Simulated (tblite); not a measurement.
Compound: C₅H₁₀N (doublet state).
Cartesian coordinates in Å at the GFN2-xTB level; atoms count from 1:
```
atom  x, y, z in Å
C1     2.0074   -0.8649   -0.5004
C2     0.7374   -0.5000    0.2506
C3     0.1066    0.7948   -0.2405
C4    -1.2627    1.0295    0.3884
C5    -2.1935   -0.1556    0.1808
N6    -1.8956   -1.3288    0.0084
H7     2.3946   -1.8194   -0.1532
H8     2.7748   -0.1077   -0.3454
H9     1.8131   -0.9408   -1.5678
H10    0.9379   -0.4372    1.3228
H11   -0.0307   -1.2858    0.1027
H12   -0.0015    0.7488   -1.3271
H13    0.7521    1.6457   -0.0042
H14   -1.7287    1.9268   -0.0233
H15   -1.1670    1.1619    1.4705
H16   -3.2517    0.1418    0.2289
```

Calculated harmonic vibrations of the isolated species, GFN2-xTB (tblite), most abundant isotopes, no scaling. The method is semi-empirical: single wavenumbers can be off by several per cent or more. One conformer, not necessarily the lowest. Open shells enter through the occupations alone, without spin polarisation, and single modes of such species can be off by tens of per cent.

Harmonic wavenumbers (cm⁻¹): 93.9, 156.1, 163.7, 222.5, 247.0, 314.6, 415.3, 581.0, 748.0, 787.6, 860.2, 872.6, 936.7, 956.8, 1057.9, 1075.9, 1096.8, 1122.6, 1178.5, 1193.2, 1223.3, 1249.1, 1297.7, 1300.7, 1363.6, 1413.2, 1446.0, 1458.1, 1475.5, 1499.5, 1500.9, 1805.6, 2737.7, 2778.6, 2943.8, 2949.5, 2970.3, 2978.0, 2981.4, 3015.3, 3037.6, 3044.4.

A = 6407, B = 2291, C = 1821 MHz; mass 84.081 u (most abundant isotopes); point group C1, symmetry number 1; spin multiplicity 2.

**Question.** Zero-point energy?

**Answer.** ½Σν̃ = 30275 cm⁻¹ = 362.17 kJ/mol.

**Question.** Give the ideal-gas entropy at 298.15 K and 1 bar in the rigid-rotor, harmonic-oscillator model (classical rotation).

**Answer.** Translation 164.13, rotation 112.50, vibration 69.90, spin (R ln 2) 5.76: S = 352.3 J/(mol K).

**Question.** And Cp and H(298.15 K) − H(0)?

**Answer.** Cp = 115.94 J/(mol K), of which vibrations give 82.69 (their classical limit is 42 R = 349.2); H(298.15 K) − H(0) = 21.76 kJ/mol without the zero-point energy, 11.84 from vibrations.

**Question.** Which modes carry the vibrational entropy at 298.15 K?

**Answer.** 93.9 cm⁻¹: 14.97; 156.1 cm⁻¹: 10.86; 163.7 cm⁻¹: 10.49; 222.5 cm⁻¹: 8.11; 247.0 cm⁻¹: 7.33; 314.6 cm⁻¹: 5.60 J/(mol K); the other 36 give 12.54 together.

**Question.** How do the functions run with temperature in this model?

**Answer.** 
```csv
T (K),S (J/(mol K)),Cp (J/(mol K)),H − H(0) (kJ/mol),G − H(0) (kJ/mol),ln q(vib)
100,261.8,61.1,4.40,-21.78,0.60
200,312.4,87.0,11.85,-50.63,2.08
300,353.0,116.5,21.97,-83.93,3.66
500,427.7,179.5,51.74,-162.09,6.96
800,527.8,246.5,116.45,-305.80,12.06
1000,586.2,276.5,168.90,-417.31,15.39
```

q(vib) and H(0) count from the zero-point level.

**Question.** What must be added to the electronic energy to get the Gibbs energy at 298.15 K and 1 bar?

**Answer.** ZPE + [H(298.15 K) − H(0)] − T·S = 362.17 + 21.76 − 105.04 = 278.89 kJ/mol.

**Question.** Blend soft modes into free rotors: weight 1/[1 + (100 cm⁻¹/ν̃)⁴] for the oscillator and the rest for a rotor with moment μB/(μ + B), μ = h/(8π²ν), B = 10⁻⁴⁴ kg m². What vibrational entropy results?

**Answer.** 68.24 J/(mol K) in place of 69.90, which changes −T·S at 298.15 K by +0.50 kJ/mol.

Hindered rotation and anharmonicity are outside this model. Other conformers, if any are populated, would add a mixing term that is left out. The structure is chiral; the term R ln 2 for an equal mix with its mirror image is left out.

Hardware: an Arm Neoverse V1 with one thread, on a shared host. Cost: 0.37 s of wall time. This covers the Hessian and the dipole derivatives.
